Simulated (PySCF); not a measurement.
Compound: cyclopropanecarboxamide, C4H7NO.
SMILES with atom numbers: `[NH2:1][C:2](=[O:3])[CH:4]1[CH2:5][CH2:6]1`

Geometry (PBE0-D3(BJ)/def2-SVP, Å), atoms numbered from 1 in this order:
```
atom  x, y, z in Å
N1     1.6159    1.5275    0.0526
C2     0.6183    0.7484    0.5455
O3     0.2697    0.7908    1.7102
C4    -0.0265   -0.1671   -0.4463
C5    -0.5131   -1.4921    0.0840
C6    -1.4982   -0.4322   -0.2523
H7     2.0871    2.1590    0.6863
H8     1.9104    1.4838   -0.9108
H9     0.3539   -0.1397   -1.4715
H10   -0.3180   -1.6745    1.1438
H11   -0.4233   -2.3597   -0.5741
H12   -2.1124   -0.5429   -1.1492
H13   -1.9637    0.0988    0.5818
```

NICS = −σ at a ghost point: NICS(0) at the centroid of the ring atoms, NICS(1) 1 Å to either side along the normal of their mean plane, zz for the tensor component along that normal. Level: GIAO PBE0/pcSseg-1 (PySCF, non-relativistic, gas phase) on the PBE0-D3(BJ)/def2-SVP geometry, one conformer.

Ring bond lengths (Å), with Mayer bond orders in brackets: C4–C5 1.508 (0.93), C5–C6 1.486 (0.99), C6–C4 1.508 (0.93).

Question: What do the NICS probes read (ppm)?

Answer: 
```
    ring                                            type  NICS(0)  NICS(1), two faces  NICS(1)zz, two faces  rms pucker (Å)  centre to ring atoms, mean (Å)
C4–C5–C6  3-membered carbocycle; formal bonds all single    -44.8         -8.7 / -9.0         -24.2 / -24.7            0.00                            0.87
```

Question: What do they say, and how far can they be read as aromaticity?

Answer: 
- C4–C5–C6: mean NICS(1)zz -24.5 ppm, shielded. C4, C5, C6 have four or more neighbours, and the NICS criterion for π rings isn't applied. NICS(0) lies 36 ppm below the mean NICS(1).

Question: Give the inner angles of the rings and the Hirshfeld charges of the ring atoms.

Answer: 
- C4–C5–C6: C4 59.0° (-0.059 e), C5 60.5° (-0.082 e), C6 60.5° (-0.082 e); sum 180.0° against 180° for a flat convex ring.

Question: What are the shieldings of the ring atoms and their hydrogens in the same run (means over atoms taken as equivalent)?

Answer: 
| atoms | environment | σ isotropic (ppm) |
| --- | --- | --- |
| C4 | sp3 carbon next to a carbonyl | 170.3 |
| C5 (×2) | three-membered-ring carbon | 174.8 |
| H9 | methine hydrogen | 30.55 |
| H10 (×2) | methylene hydrogen | 30.32 |
| H11 (×2) | methylene hydrogen | 30.68 |

Question: How do the values depend on the level or the medium?

Answer: 
| level | NICS(0), C4–C5–C6 | mean NICS(1)zz, C4–C5–C6 |
| --- | --- | --- |
| PBE0/pcSseg-1, gas | -44.8 | -24.5 |
| wB97X-D/pcSseg-2, gas | -45.4 | -25.4 |

The geometry is the same throughout.

Time: 7.0 s; peak memory 0.72 GiB. Hardware: one thread of an AMD EPYC 9R45, shared host with 96 logical CPUs at a one-minute load of 36. This is the whole shielding run at PBE0/pcSseg-1, SCF included.
